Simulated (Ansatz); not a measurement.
## Ansatz (development build ahead of 0.2.0) run

```yaml
crystal:
  periodic: [false, false, false]
  atoms:
    - { symbol: S, position_ang: [0.0, 0.0, 0.0] }
    - { symbol: B, position_ang: [0.0, 1.4485, 1.1114] }
    - { symbol: F, position_ang: [0.0, -1.2415, 0.9527] }
basis:
  gaussian: { orbitals: pcseg-2 }
magnetization:
  spin_polarized: true
hamiltonian:
  xc: { name: wB97X }
```

The input is written out in the form of the current development build from the run's settings.

Output:

```json
{"Converged": "yes", "Total energy": "-522.77286 hartree", "Spin squared of the determinant": "0.259", "Stability test": "minimum"}
```

Caution: the unrestricted determinant is spin contaminated.
